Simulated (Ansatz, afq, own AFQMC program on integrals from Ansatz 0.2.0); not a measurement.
LiPH$_{2}$, triplet in cc-pVDZ, levels against CCSDT(Q)

```yaml
atoms:
  - { symbol: P, position_ang: [0.0000, 0.0167, 0.4589] }
  - { symbol: Li, position_ang: [0.0000, -0.0117, -2.6075] }
  - { symbol: H, position_ang: [0.0000, 0.9144, 2.9958] }
  - { symbol: H, position_ang: [0.0000, -1.3467, 0.8567] }
```

Connectivity, by distances: PH ··· Li ··· H.

Basis cc-pVDZ. Only valence electrons are correlated. Ansatz 0.2.0 and our own AFQMC program on the same integrals; the CISD trial comes from CCSD amplitudes, and released means the phaseless constraint is let go. Error bars are statistical, one sigma.

Determinant: UHF, the one that the program's search chose, which needn't be the lowest solution. The geometry is a point of a scan.

No full CI on the walks' own integrals is used here; CCSDT(Q) serves as the reference and is uncertain by about the last step of the cluster series.

Cautions: lower spins were not checked; higher spins were not checked; raised T1 diagnostic (T1 0.042, weight of the determinant 0.87, largest double 0.05); unrestricted determinant spin contaminated (⟨S²⟩ 2.11 against 2.00); the released energies are still falling, so no released level is given (meV from the phaseless value at times in 1/Eh: -4 ± 13 at 0.24, -19 ± 9 at 0.51, -35 ± 10 at 0.99, -46 ± 14 at 1.62, -59 ± 16 at 2.40).

* T1 diagnostic: 0.0424
* weight of the determinant in the CISD state: 0.870
* ⟨S²⟩ of the determinant: 2.111
* size of the correlated space: 8 electrons in 36 orbitals

Reference: CCSDT(Q), correlation energy -3.888 eV.

| level | E − E(reference) (kJ/mol) | share of correlation (%) |
| --- | --- | --- |
| HF | 375.2 | 0.00 |
| MP2 | 88.1 | 76.52 |
| CCSD | 16.9 | 95.50 |
| CCSD(T) | 4.9 | 98.68 |
| CCSDT | 1.0 | 99.73 |
| ph-AFQMC/CISD | 2.4 ± 0.9 | 99.37 |

A walk keeps the symmetry of its determinant, which the program's search chose and which needn't be the lowest solution, so a lower state of the same spin and another symmetry isn't excluded.
